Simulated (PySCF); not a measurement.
# Bond length, frequency and bond energy of C₂⁺ by level of theory

State: ⁴Σg⁻ (quartet), unpaired electrons σ ↑, π ↑↑. Set-up: PySCF, no relativity, basis sets C 6-31G(d,p). De refers to C⁺ + C in their high-spin ground configurations, without counterpoise correction. The functionals are run spin-unrestricted. Levels whose curve was spin-contaminated or gave no clean fit are not listed.

```json
{"Level": "UHF", "Re (Å)": "1.379", "ωe (cm⁻¹)": "1485", "De (eV)": "3.44"}
{"Level": "UHF-MP2", "Re (Å)": "1.405", "ωe (cm⁻¹)": "1425", "De (eV)": "5.50"}
{"Level": "UHF-SCS-MP2", "Re (Å)": "1.390", "ωe (cm⁻¹)": "1518", "De (eV)": "5.09"}
{"Level": "UHF-CCSD", "Re (Å)": "1.407", "ωe (cm⁻¹)": "1402", "De (eV)": "5.17"}
{"Level": "UHF-CCSD(T)", "Re (Å)": "1.414", "ωe (cm⁻¹)": "1373", "De (eV)": "5.43"}
{"Level": "PBE", "Re (Å)": "1.424", "ωe (cm⁻¹)": "1294", "De (eV)": "6.64"}
{"Level": "revPBE", "Re (Å)": "1.429", "ωe (cm⁻¹)": "1279", "De (eV)": "6.38"}
{"Level": "BLYP", "Re (Å)": "1.428", "ωe (cm⁻¹)": "1263", "De (eV)": "6.24"}
{"Level": "r²SCAN", "Re (Å)": "1.416", "ωe (cm⁻¹)": "1326", "De (eV)": "6.17"}
{"Level": "PBE0", "Re (Å)": "1.405", "ωe (cm⁻¹)": "1374", "De (eV)": "6.01"}
```

**Question.** Which functional lies closest to UHF-CCSD(T) in De, which farthest, and by how much do they differ from it?

**Answer.** Closest is PBE0 (-0.9 pm in Re, +0.1 % in ωe, +0.58 eV in De against UHF-CCSD(T) in the same basis), farthest PBE (+1.0 pm in Re, -5.8 % in ωe, +1.21 eV in De). CCSD(T) converges more slowly with the basis than the functionals do and binds too weakly in this one, so the order can change at the basis-set limit.

**Question.** What does a quarter of exact exchange do here, going from PBE to PBE0?

**Answer.** PBE0 less PBE: -1.9 pm in Re, +6.2 % in ωe, -0.63 eV in De. Exact exchange removes part of the self-interaction that spreads semilocal densities, and in most molecules shortens and stiffens the bond and lowers De; so it does here.

**Question.** What does the triples do here, going from UHF-CCSD to UHF-CCSD(T)?

**Answer.** UHF-CCSD(T) less UHF-CCSD: +0.7 pm in Re, -2.1 % in ωe, +0.26 eV in De. Correlation nearly always deepens the well. The bond lengthens, as in strong covalent bonds, where excitations into antibonding orbitals dominate.

Correlated steps freeze 2 core orbitals. Correlated levels converge slowly with the basis: in double zeta they bind strong bonds too weakly, by up to about 1 eV, and carry superposition errors of some tenths. The state was picked by a PBE0 search and need not be the measured ground state.
